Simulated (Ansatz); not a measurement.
**SiH2 (triplet): from Hartree-Fock to the top rungs, cc-pVDZ**

Aim: climb from Hartree-Fock through coupled cluster and multireference methods for SiH2 (triplet) at one geometry and basis, and see what each rung misses.

Program: Ansatz 0.2.0, Gaussian basis. Level of theory: cc-pVDZ, core rule «outside noble gas», up to 5 orbitals frozen. These are calculated values, not measurements.

The runs, in order: UHF; CCSD(T) on ROHF; CCSD(T) on UHF; BCCD(T) on ROHF; CISD; CCSDT(Q) on ROHF; CCSDT(Q) on UHF; CISDTQ; CCSDTQ on ROHF; CASSCF and MRCISD+Q, 6 electrons in 6 orbitals; CASSCF and NEVPT2, 6 electrons in 6 orbitals; Full CI.

20 further runs of the same task are left out: 1 for a mislabelled method, 7 that didn't finish, 12 set aside as unsound or not needed.

## Step 1: What is computed

The geometry is a PBE0/def2-TZVP stationary point (not a proven minimum) of the parent state, kept for this charge and spin.

3 atoms, charge 0, spin multiplicity 3.

Atoms are counted from 1 here; the program's logs count them from 0.

Bond lengths: Si1–H2 1.526 Å, Si1–H3 1.526 Å. Angles: H2–Si1–H3 91.2°.

## Step 2: UHF

in.yaml

```yaml
crystal:
  periodic: [false, false, false]
  atoms:
    - {symbol: Si, position_ang: [0.000000, -0.071477, 0.000000]}
    - {symbol: H, position_ang: [0.000000, 0.995827, -1.090012]}
    - {symbol: H, position_ang: [0.000000, 0.995827, 1.090012]}
basis:
  gaussian: {orbitals: cc-pVDZ}
magnetization: {spin_polarized: true, initial_magnetization: 2}
hamiltonian: {xc: hf}
output: {orbitals: {seedname: orbitals}}
```

The run is started by

```sh
ansatz run in.yaml --threads 1 --pin off --events-out ev --progress --plain --max-ram 2393MiB
```

The runs that follow: CCSD(T) on ROHF; CCSD(T) on UHF; BCCD(T) on ROHF; CISD; CCSDT(Q) on ROHF; CCSDT(Q) on UHF; CISDTQ; CCSDTQ on ROHF; CASSCF and MRCISD+Q, 6 electrons in 6 orbitals; CASSCF and NEVPT2, 6 electrons in 6 orbitals; Full CI.

Before running them: what should the planned runs give, taken together? Wanted: FCI below the RHF energy; RMP2 from FCI; UMP2 from FCI; RCCSD from FCI; RCCSD(T) from FCI; UCCSD(T) from FCI; RCCSDT(Q) from FCI; UCCSDT(Q) from FCI; NEVPT2 valence from FCI.

**Answer**, as computed:

```
                         quantity                                                                                                 value
         FCI below the RHF energy                                                                                            -2.7353 eV
                    RMP2 from FCI                                                                                            +695.6 meV
                    UMP2 from FCI                                                                                            +691.3 meV
                   RCCSD from FCI                                                                                             +75.9 meV
                RCCSD(T) from FCI                                                                                             +19.4 meV
                UCCSD(T) from FCI                                                                                             +19.1 meV
               RCCSDT(Q) from FCI                                                                                              +0.2 meV
               UCCSDT(Q) from FCI                                                                                              -0.3 meV
          NEVPT2 valence from FCI                                                                                            +571.7 meV
        MRCISD+Q valence from FCI                                                                                              +0.5 meV
levels within 1 kcal/mol (43 meV)  RCCSD(T), UCCSD(T), BCCD(T), RCCSDT, UCCSDT, CISDTQ, RCCSDT(Q), UCCSDT(Q), RCCSDTQ, MRCISD+Q valence
                    T1 diagnostic                                                                                                 0.022
   effectively unpaired electrons                                                                                                  2.03
```

In words: RCCSD(T) misses by +19.4 meV, 0.7 % of the correlation energy. One determinant dominates. Of the multireference levels listed MRCISD+Q valence comes nearest in total energy (+0.5 meV), which doesn't show that its space is the better one. These misses are within one basis, not against nature; the frozen cores of restricted and unrestricted runs differ, which can shift their rows.
